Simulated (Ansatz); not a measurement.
**C₂H₄O₂S: geometry and frequencies at several levels**

The task, for C₂H₄O₂S: geometry and frequencies at several levels.

Computed with Ansatz 0.2.0 (the levels named in each step, unless a step's input says otherwise).

## Step 1: Starting point

Bond lengths: O1–C2 1.200 Å, C2–O3 1.332 Å, C2–C4 1.508 Å, C4–S5 1.821 Å, O3–H6 0.971 Å, C4–H7 1.092 Å, C4–H8 1.091 Å, S5–H9 1.332 Å. Angles: O1–C2–O3 123.5°, O1–C2–C4 125.7°, O3–C2–C4 110.8°, C2–O3–H6 110.8°, C2–C4–S5 112.0°, C2–C4–H7 109.1°, C2–C4–H8 109.2°, S5–C4–H7 109.0°, S5–C4–H8 109.0°, H7–C4–H8 108.4°, C4–S5–H9 94.4°.

Coordinates:

```xyz
9

O     0.8455    1.3039    0.0188
C     0.9478    0.1125   -0.0856
O     2.1125   -0.5139   -0.2471
C    -0.1919   -0.8753   -0.0559
S    -1.8006   -0.0544    0.1759
H     2.8458    0.1224   -0.2672
H    -0.2079   -1.4313   -0.9950
H    -0.0324   -1.5825    0.7594
H    -1.2848    1.1725    0.2180
```

## Step 2: A rough first relaxation, PBE-D4/def2-SVP

input.yaml reads:

```yaml
crystal:
  periodic: [false, false, false]
  atoms:
    - { symbol: O, position_ang: [0.84545, 1.3039, 0.0188] }
    - { symbol: C, position_ang: [0.94782, 0.11246, -0.08564] }
    - { symbol: O, position_ang: [2.11253, -0.51388, -0.24708] }
    - { symbol: C, position_ang: [-0.19187, -0.87526, -0.05589] }
    - { symbol: S, position_ang: [-1.80061, -0.05444, 0.17586] }
    - { symbol: H, position_ang: [2.84577, 0.12243, -0.26722] }
    - { symbol: H, position_ang: [-0.20794, -1.43134, -0.99504] }
    - { symbol: H, position_ang: [-0.03244, -1.5825, 0.75943] }
    - { symbol: H, position_ang: [-1.28483, 1.17246, 0.21799] }
basis:
  gaussian: { orbitals: def2-SVP }
hamiltonian:
  xc: pbe
  dispersion: d4
relax:
  f_tol: 0.03
  max_steps: 200
```

Run with:

```sh
$ ansatz run input.yaml --threads 4 --pin off --max-ram 10240MiB --backend cpu --events-out ev --progress --plain --runs-dir out
```

The runs that follow: Relaxation, HF/STO-3G; Frequencies, HF/STO-3G; Relaxation, HF/6-31G*; Frequencies, HF/6-31G*; Relaxation, LDA/def2-SVP; Frequencies, LDA/def2-SVP; Relaxation, PBE-D4/def2-SVP; Frequencies, PBE-D4/def2-SVP.

Q: Predict the outcome of this session. Wanted: O1–C2 at PBE-D4/def2-SVP; C2–O3 at PBE-D4/def2-SVP; C2–C4 at PBE-D4/def2-SVP; frequencies at PBE-D4/def2-SVP.

The runs gave:

```
                      quantity            value
      O1–C2 at PBE-D4/def2-SVP          1.215 Å
      C2–O3 at PBE-D4/def2-SVP          1.353 Å
      C2–C4 at PBE-D4/def2-SVP          1.520 Å
frequencies at PBE-D4/def2-SVP  53 to 3615 cm⁻¹
```

The O1–C2 distance spreads over 0.031 Å, from HF/6-31G* (shortest) to HF/STO-3G. No mode is imaginary, so the geometry is a minimum.
